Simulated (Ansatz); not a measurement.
**Basis-set limit of CH₃Al, triplet**

```xyz
5

Al   -0.7408    0.0064    0.0050
C     1.2474   -0.0108   -0.0084
H     1.6463   -1.0338   -0.0061
H     1.6655    0.4997    0.8692
H     1.6535    0.4910   -0.8966
```

Connectivity, by distances: Al–CH3.

Ansatz 0.2.0, UHF determinant, valence electrons correlated. Energies in eV.

```csv
set,X,functions,Hartree–Fock,MP2 correlation,CCSD(T) correlation,time
def2-TZVPP,3,115,-7659.2904,-5.9225,-6.8037,"4.7 s on 1 × NVIDIA H100 80GB HBM3 with 1 thread of AMD EPYC 7R13 Processor (Zen 3), with other jobs on the host"
def2-QZVPP,4,217,-7659.5351,-6.3050,-7.1347,10 s on 1 × NVIDIA H100 80GB HBM3 with 1 thread of AMD EPYC 7R13 Processor (Zen 3) (shared host)
```

Hartree–Fock is taken to follow E(X) = E∞ + A·exp(−7.88·√X), correlation E(X) = E∞ + B·X^−2.97.

Cautions: another spin lies lower.

Problem. Work out the CCSD(T) energy at the limit, and how far the shortcut misses it that extrapolates MP2 and adds CCSD(T) minus MP2 from the smaller set.

Solution. Hartree–Fock: E∞ = E4 + 0.1377·(E4 − E3) = -7659.5688. Correlation: E∞ = E4 + 0.7407·(E4 − E3) = -7.3798 for CCSD(T) and -6.5883 for MP2. The limit is -7666.9486 eV, 0.279 eV below def2-QZVPP. The shortcut gives a correlation energy of -6.5883 + (-0.8812) = -7.4696, 90 meV lower than the direct value.

Past Ne part of the Hartree–Fock step between the two sets comes from the cores, which don't follow the formula, so the 34 meV that it adds to the total can overshoot; that part largely cancels in differences.
